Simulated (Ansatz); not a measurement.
# CAlO: the cost of one run

Program: Ansatz 0.2.0, Gaussian basis. Level of theory: def2-QZVPP, core rule «outside noble gas», up to 7 orbitals frozen. These are calculated values, not measurements.

The runs, in order: UHF; ROHF; CCSD(T) on UHF.

## 1. The geometry

The geometry is a PBE0/def2-TZVP stationary point (not a proven minimum) of the parent state, kept for this charge and spin.

3 atoms, charge 1, spin multiplicity 3.

Atoms are counted from 1 here; the program's logs count them from 0.

Bond lengths: Al1–O2 1.815 Å, O2–C3 1.176 Å. Angles: Al1–O2–C3 180.0°.

## 2. UHF

Contents of in.yaml:

```yaml
crystal:
  periodic: [false, false, false]
  atoms:
    - {symbol: Al, position_ang: [0.000000, 0.000000, 1.602200]}
    - {symbol: O, position_ang: [0.000000, 0.000000, -0.213200]}
    - {symbol: C, position_ang: [0.000000, 0.000000, -1.389000]}
basis:
  gaussian: {orbitals: "def2-QZVPP.json"}
total_charge: 1
magnetization: {spin_polarized: true, initial_magnetization: 2}
hamiltonian: {xc: hf}
output: {orbitals: {seedname: orbitals}}
```

The run is started by

```sh
$ ansatz run in.yaml --threads 1 --pin off --events-out ev --progress --plain --max-ram 2393MiB
```

What time and memory should one allow on 1 thread of Intel Xeon at 2.60GHz, shared host?

About 10 s, with a peak of 0.41 GiB.
